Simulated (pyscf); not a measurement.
H₂N–SiH₂–NH₂ (SMILES N[SiH2]N) + H₂O (SMILES O) → NH₃ (SMILES N) + H₂N–SiH₂–OH (SMILES N[SiH2]O), a four-centre exchange (singlet surface; N–Si, H–O broken, H–N, O–Si formed). Single points on ωB97X-D3(BJ)/def2-SVP structures (PySCF, gas phase). Energies in kcal/mol from the separated reactants.

Small-basis levels: PySCF, no dispersion term, spherical d functions. 

Question: Quick B3LYP/6-31G* single points give ΔE‡ = 14.6 kcal/mol and ΔE = -14.7 kcal/mol. What does ωB97M-D3(BJ)/def2-TZVP give, and how far is the quick result from it?

Answer: ωB97M-D3(BJ)/def2-TZVP gives ΔE‡ = 19.1 kcal/mol and ΔE = -11.5 kcal/mol. B3LYP/6-31G* lies 4.4 kcal/mol under it in the barrier and 3.2 kcal/mol under it in the reaction energy, so on this step it does not hold to within 3.0 kcal/mol. ωB97M-D3(BJ)/def2-TZVP has limits of its own. On the reactant side the descent ends in a complex, 4.9 kcal/mol under the separated species and 24.3 kcal/mol under the saddle at ωB97X-D3(BJ)/def2-TZVP. On the product side the descent ends in a complex (not fully relaxed), 4.1 kcal/mol under the separated species and 34.7 kcal/mol under the saddle at ωB97X-D3(BJ)/def2-TZVP. One saddle was located; it need not be the lowest between these sides.
